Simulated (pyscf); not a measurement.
H₃C–In=S + H₂ → H₃C–InH–SH, an addition across a multiple bond or ene-type step (singlet surface; H–H broken, H–In, H–S formed). Optimised with ωB97X-D3(BJ)/def2-SVP in PySCF. Energies in eV from the separated reactants.

Small-basis levels: PySCF, no dispersion term, spherical d functions. 

**Question.** In single points B3LYP/LANL2DZ puts the saddle at 1.50 eV and the reaction energy at -0.49 eV. Should these be trusted to within a few kcal/mol? Compare with ωB97M-D3(BJ)/def2-TZVP.

**Answer.** ωB97M-D3(BJ)/def2-TZVP gives ΔE‡ = 1.35 eV and ΔE = -0.84 eV. B3LYP/LANL2DZ lies 0.15 eV over it in the barrier and 0.35 eV over it in the reaction energy, so on this step it does not hold to within 0.13 eV. ωB97M-D3(BJ)/def2-TZVP has limits of its own. At the saddle there is also a short H–In contact that neither side keeps. This is the saddle that the search found; another between the same sides may lie lower. In the def2 sets elements past Kr carry core potentials, without spin-orbit coupling.
